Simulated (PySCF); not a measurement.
Species: 3,4-dihydro-2H-pyran, C5H8O.
Geometry (PBE0-D3(BJ)/def2-SVP, Å), atoms numbered from 1 in this order:
```
atom  x, y, z in Å
C1     1.1894   -0.5054   -0.6409
C2     1.5444    0.5334    0.1277
O3     0.6988    1.2924    0.8550
C4    -0.6739    1.1045    0.5691
C5    -1.0348   -0.3637    0.4280
C6    -0.2281   -0.9909   -0.7054
H7     1.9712   -1.0247   -1.1994
H8     2.5800    0.8645    0.2425
H9    -1.2247    1.5839    1.3905
H10   -0.9178    1.6433   -0.3668
H11   -2.1183   -0.4634    0.2598
H12   -0.8057   -0.8735    1.3786
H13   -0.6822   -0.7476   -1.6840
H14   -0.2576   -2.0910   -0.6308
```

Theory: TDDFT CAM-B3LYP/def2-SVPD, vertical, gas phase, core orbitals frozen in the response in PySCF.

Transition dipole moments from the ground state, in atomic units and in the frame of the coordinates above (overall signs are arbitrary), for the states with f of 0.002 or more among the lowest 6:

```csv
state,E (hartree),μx,μy,μz
S1,0.2205,-0.008,-0.391,0.057
S2,0.2404,-0.139,-0.712,-0.572
S3,0.2592,0.084,0.395,0.005
S4,0.2613,0.111,0.292,0.104
S5,0.2675,-0.045,0.186,0.191
S6,0.2808,-0.055,-0.187,-0.317
```

**Question.** Work out the oscillator strengths.

**Answer.** f = (2/3) ΔE |μ|² with ΔE in hartree (27.2114 eV).

```tsv
state	|μ|² (au)	|μ| (D)	f
S1	0.156	1.00	0.023
S2	0.854	2.35	0.137
S3	0.163	1.03	0.028
S4	0.108	0.84	0.019
S5	0.073	0.69	0.013
S6	0.138	0.95	0.026
```

**Question.** Which bond between heavy atoms lies closest to the direction of the S2 transition dipole?

**Answer.** C1–C2, at 7° from it; next C4–C5 at 33°.

**Question.** What angle do the transition dipoles of S1 and S6 make?

**Answer.** |cos θ| = |μa·μb| / (|μa| |μb|) = 0.38, so θ ≈ 68° (taken between 0 and 90°, since the signs are arbitrary).

**Question.** How is the summed strength of these states shared among x, y and z?

**Answer.** (2/3) Σ ΔE μα² gives 0.007 for x, 0.158 for y and 0.080 for z, 0.246 in all.

**Question.** What peak molar absorption coefficient would the strongest computed level give as a lone Gaussian band 0.3 eV wide at half height?

**Answer.** ε(max) = 2.175×10⁸ f / FWHM, with the width in cm⁻¹. S2: 2.175×10⁸ × 0.1368 / 2420 ≈ 12000 L mol⁻¹ cm⁻¹.

One conformer stands for the species.
